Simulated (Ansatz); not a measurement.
Input file:

```yaml
crystal:
  periodic: [false, false, false]
  atoms:
    - {symbol: O, position_ang: [0.000000, 0.000000, 0.000000]}
    - {symbol: Ga, position_ang: [0.000000, 0.000000, 4.428000]}
basis:
  gaussian: {orbitals: cc-pVDZ}
total_charge: 1
magnetization: {spin_polarized: true, initial_magnetization: 0}
correlation: {method: ccsdtq, electrons: outside_noble_gas}
```

```sh
$ ansatz run in.yaml --threads 2 --pin off --events-out ev --progress --plain --max-ram 16896MiB --backend cuda --devices 0, --max-vram 18GiB
```

Log:

```
689 factors; integrals over basis functions are off by at most 1.4e-7 eV
mean field evaluation 1: about -54299.3522 eV, gradient 7.3e1 eV
mean field evaluation 2: about -54299.4319 eV, gradient 7.2e1 eV
mean field evaluation 4: about -54267.5342 eV, gradient 1.1e2 eV
mean field evaluation 8: about -54358.5008 eV, gradient 6.7e0 eV
mean field evaluation 16: about -54358.8613 eV, gradient 3.7e-6 eV
mean field evaluation 32: about -54361.4092 eV, gradient 1.2e-1 eV
mean field evaluation 64: about -54169.7693 eV, gradient 7.1e1 eV
mean field evaluation 96: about -54361.4276 eV, gradient 1.7e-1 eV
mean field evaluation 128: about -54358.0270 eV, gradient 4.4e-4 eV
mean field evaluation 160: about -54361.3584 eV, gradient 1.0e-6 eV
...
mean field -54361.42865930 eV, -1997.7456557294 hartree, gradient 7.6e-7 eV, S^2 1.005241; 22 other end points of the search recorded, 0 dependent functions left out
determinant -54361.42865930 eV, -1997.7456557294 hartree, with singles and doubles -54365.90516876 eV, -1997.9101644179 hartree
determinant -54361.35840027 eV, -1997.7430737577 hartree, with singles and doubles -54365.88652635 eV, -1997.9094793219 hartree
determinant -54358.98562046 eV, -1997.6558757080 hartree, with singles and doubles -54364.14151116 eV, -1997.8453511964 hartree
determinant -54358.86130353 eV, -1997.6513071450 hartree, with singles and doubles -54364.05662789 eV, -1997.8422317939 hartree
determinant -54358.02700516 eV, -1997.6206472456 hartree, with singles and doubles -54361.31354286 eV, -1997.7414252782 hartree
determinant -54357.99241135 eV, -1997.6193759464 hartree, with singles and doubles -54361.27675675 eV, -1997.7400734138 hartree
determinant -54357.94548482 eV, -1997.6176514283 hartree, with singles and doubles -54361.22686441 eV, -1997.7382399039 hartree
determinant -54357.94101408 eV, -1997.6174871316 hartree, with singles and doubles -54361.22154879 eV, -1997.7380445587 hartree
determinant -54357.93723262 eV, -1997.6173481656 hartree, with singles and doubles -54361.21771765 eV, -1997.7379037668 hartree
determinant -54361.42865930 eV, -1997.7456557294 hartree, with singles and doubles -54365.97582484 eV, -1997.9127609811 hartree
determinant -54361.35840027 eV, -1997.7430737577 hartree, with singles and doubles -54365.89696958 eV, -1997.9098631034 hartree
15 core orbitals not correlated: weight in the atoms' cores, before any rotation towards them, 1.000 or more for the frozen orbitals, at most 0.000 for the correlated occupied ones
reference -54361.42865930 eV, -1997.7456557294 hartree; 4, 4 occupied and 22, 22 virtual orbitals, 689 factors
second order -3.38409982 eV of doubles, -0.00000000 eV of singles
...
cycle   8  -5.22194706 eV  change    1.7e-7 eV  update   6.2e-6
cycle   9  -5.22194702 eV  change    3.5e-8 eV  update   1.2e-5
cycle  10  -5.22194705 eV  change   -3.1e-8 eV  update   1.4e-5
cycle  11  -5.22194706 eV  change   -3.8e-9 eV  update   6.1e-6
cycle  12  -5.22194705 eV  change    1.2e-8 eV  update   3.2e-6
cycle  13  -5.22194705 eV  change   -5.4e-9 eV  update   6.3e-6
cycle  14  -5.22194704 eV  change    6.7e-9 eV  update   2.0e-6
cycle  15  -5.22194703 eV  change    1.2e-8 eV  update   1.6e-6
cycle  16  -5.22194703 eV  change    4.5e-9 eV  update   1.0e-6
cycle  17  -5.22194703 eV  change    2.1e-9 eV  update   8.1e-7
WARN: the results are in doubt because among natural orbitals full CI differs from the method by +2.251 eV
Total energy: -54366.65060632 eV, -1997.9375587431 hartree
In doubt: among natural orbitals full CI differs from the method by +2.251 eV
```

The determinant's ⟨S²⟩ is 1.01 against 0.00 for a pure state.

Ran on 2 threads of AMD EPYC 7R13 with a shared H100 80 GB, shared host: 30 s wall, 0.88 GiB peak host memory.
